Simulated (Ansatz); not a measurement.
Compare A (`CC1=C(O)N1`) with its isomer B (`CC(N)=C=O`).

Computed with Ansatz on PBE0-D4/def2-TZVP structures; ΔE is electronic, products minus reactants. CCSD(T)/CBS adds triple-zeta CCSD(T) − MP2 to the extrapolated MP2 energy (def2 sets, frozen cores). DFT in def2-TZVPP. B3LYP here is the variant with VWN-RPA as its local correlation; programs differ in this. Each species was taken in one conformer, which may not be the lowest.

(1) Which is lower in electronic energy at CCSD(T)/CBS, and by how much? (Best estimate.)

(2) Give E(B) − E(A) in kJ/mol with r2SCAN-D4, BLYP-D4, CCSD(T)/def2-TZVPP, LDA (SPW92), B3LYP-D4, CCSD/def2-TZVPP, PBE-D4. (Estimate.)

(3) Does the order hold for the free energy at 298.15 K (harmonic terms from PBE0-D4)? (Best estimate.)

Largest T1 diagnostic: 0.015.

## Answers

(1) Ansatz gave: B, by 208.1 kJ/mol.

(2) Computed: r2SCAN-D4 -216.2, BLYP-D4 -224.3, CCSD(T)/def2-TZVPP -212.6, LDA (SPW92) -196.2, B3LYP-D4 -222.5, CCSD/def2-TZVPP -214.8, PBE-D4 -207.4. None reverses the order clearly.

(3) Computed: Yes: G(B) − G(A) = -206.9 kJ/mol, for one conformer each.

In def2-TZVPP, CCSD(T) changes the Hartree–Fock value by +26.7 kJ/mol (the triples alone add +2.2 kJ/mol) and MP2 by +29.1 kJ/mol. From r2SCAN to r2SCAN0 (25 % exact exchange), in def2-TZVPP and without D4, E(B) − E(A) moves by +3.6 kJ/mol.
